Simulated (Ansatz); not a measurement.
Al2H⁻. The state is a singlet with charge -1. Geometry PBE-D4/def2-TZVPD.

Cartesian coordinates in Å:
```
Al 0.216 -0.225 -0.449
Al 0.599 1.750 1.090
H -0.814 -1.525 -0.640
```

The restricted singlet is unstable towards broken spin symmetry at other levels; at PBE-D4/def2-SVPD, BLYP-D4/def2-TZVPD, B97M-V/def2-TZVPD, CAM-B3LYP-D4/def2-TZVPD this wasn't settled. At PBE-D4/def2-SVPD, BLYP-D4/def2-TZVPD, B97M-V/def2-TZVPD, PBE0-D4/def2-TZVPD the highest occupied level of the charge -1 singlet lies above zero (up to 1.59 eV). The electron is either unbound and held by the finite basis, or the level is raised by self-interaction error. At PBE-D4/def2-SVPD, BLYP-D4/def2-TZVPD, B97M-V/def2-TZVPD an occupied level of the charge -1 singlet lies above an empty one (by up to 0.29 eV), so this SCF solution is probably not the lowest. At PBE0-D4/def2-TZVPD the restricted singlet is unstable: a solution with broken spin symmetry lies lower. The geometry of the singlet was relaxed on an unsound state (an occupied level 0.26 eV above an empty one). At PBE0-D4/def2-TZVPD a triplet of charge -1 lies 0.71 eV below the restricted singlet, each at its own geometry. The structure comes from a short search, and lower isomers may exist.

(1) Estimate the orbital energies around the gap (eV) in Ansatz with PBE-D4/def2-SVPD, BLYP-D4/def2-TZVPD, B97M-V/def2-TZVPD, PBE0-D4/def2-TZVPD, CAM-B3LYP-D4/def2-TZVPD.

## Answers

(1) 
| orbital | PBE-D4/def2-SVPD | BLYP-D4/def2-TZVPD | B97M-V/def2-TZVPD | PBE0-D4/def2-TZVPD | CAM-B3LYP-D4/def2-TZVPD |
| --- | --- | --- | --- | --- | --- |
| HOMO−13 | -1501.94 | -1503.14 | -1521.65 | -1523.10 | -1521.48 |
| HOMO−12 | -1501.66 | -1502.82 | -1521.49 | -1522.78 | -1521.09 |
| HOMO−11 | -101.94 | -101.80 | -108.04 | -108.83 | -109.39 |
| HOMO−10 | -101.70 | -101.56 | -107.95 | -108.58 | -109.09 |
| HOMO−9 | -64.11 | -64.07 | -66.67 | -68.88 | -70.07 |
| HOMO−8 | -63.96 | -63.94 | -66.59 | -68.79 | -70.00 |
| HOMO−7 | -63.92 | -63.88 | -66.52 | -68.70 | -69.86 |
| HOMO−6 | -63.89 | -63.84 | -66.49 | -68.67 | -69.81 |
| HOMO−5 | -63.71 | -63.68 | -66.44 | -68.52 | -69.64 |
| HOMO−4 | -63.67 | -63.62 | -66.38 | -68.47 | -69.60 |
| HOMO−3 | -4.43 | -4.37 | -4.85 | -5.99 | -7.49 |
| HOMO−2 | -2.78 | -2.73 | -3.13 | -4.09 | -5.44 |
| HOMO−1 | 0.03 | 0.06 | -0.24 | -0.87 | -1.90 |
| HOMO | 1.51 | 1.59 | 1.33 | 0.67 | -0.17 |
| LUMO | 1.22 | 1.32 | 1.25 | 1.71 | 2.79 |
| LUMO+1 | 2.44 | 2.47 | 2.45 | 2.88 | 3.67 |
| LUMO+2 | 3.19 | 3.14 | 3.07 | 3.46 | 4.05 |
| LUMO+3 | 3.67 | 3.29 | 3.26 | 3.61 | 4.29 |
| LUMO+4 | 3.70 | 3.58 | 3.51 | 3.87 | 4.42 |
| LUMO+5 | 4.85 | 4.47 | 4.40 | 4.83 | 5.42 |
